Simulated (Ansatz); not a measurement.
Chalcopyrite CdGeAs2, treated with PBE-D3(BJ) (Ansatz, an electronic-structure program, PAW).

Settings: plane-wave cutoff 520 eV, 8×8×8 k mesh, Fermi–Dirac smearing 0.01 eV, scalar-relativistic PAW data made under PBE.

Shape and atoms are relaxed at each volume.

Pressure at four volumes; x = ln(V/25.205 Å³). One pressure is withheld.

```
V (Å³/atom)        x  P (GPa)
-----------  -------  -------
24.197       -0.0408     2.64
25.205        0.0000    -0.01
25.709        0.0198    -1.12
26.213        0.0392        ?
```

Task: Pass a parabola P(x) through the three rows shown, estimate the bulk modulus and its pressure derivative near zero pressure, and predict the withheld pressure.

Result: Slopes between the rows: (-0.01 − (2.64))/(0.0000 − (-0.0408)) = -64.95 and (-1.12 − (-0.01))/(0.0198 − (0.0000)) = -56.06 GPa. Their difference over the span 0.0606 is c = 8.89/0.0606 = 146.7 GPa, so P(x) = 2.64 + (-64.95)(x − (-0.0408)) + 146.7 (x − (-0.0408))(x − (0.0000)). At the middle row B = −dP/dx = −[-64.95 + 146.7 × 0.0408] = 59.0 GPa, and B′ = dB/dP = 2c/B = 5.0. At x = 0.0392 the parabola gives -2.10 GPa; the run gives -2.11 GPa. The Birch–Murnaghan fit to the energies at all volumes has B0 = 58.9 GPa and B′ = 4.7.

Measured, for comparison: bulk modulus 69.9 GPa (temperature not stated, no zero-point or thermal correction; as tabulated in Toher et al. (2017), arXiv:1611.05714). Computed (rounded) less measured: bulk modulus -16 %.

Note: the bulk modulus comes from volumes at which shape and atoms were relaxed.
